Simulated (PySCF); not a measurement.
## How methods differ on the electron affinity of Li

Li- [He] 2s2 (1S) → Li [He] 2s1 (2S), as a difference of total energies. Computed with PySCF 2.14 in aug-cc-pVQZ with one added diffuse shell each of s, p, d, f, g type (7s6p5d4f3g, 105 functions), with the non-relativistic Hamiltonian (point nucleus). Correlated levels: valence: 1s2 frozen. The calculations carry no spin-orbit coupling.

Question: Order these methods by the electron affinity they give, lowest first.
A. SCS-MP2 (valence)
B. MP2 (valence)
C. CCSD (valence)
D. UHF

Answer: D (-0.123 eV), B (0.367 eV), A (0.465 eV), C (0.616 eV).

Errors of the correlated levels include the incompleteness of this basis and the frozen core.

A negative affinity means that the anion lies above the atom at that level of theory.

With two correlated electrons CCSD is exact in that space.

The coupled-cluster amplitudes are large for Li- (T1 above 0.03 or a double amplitude above 0.15), so a single reference is strained.

For comparison: 0.618 eV (measured; photodetachment measurements, as compiled on the Wikipedia data page of electron affinities).
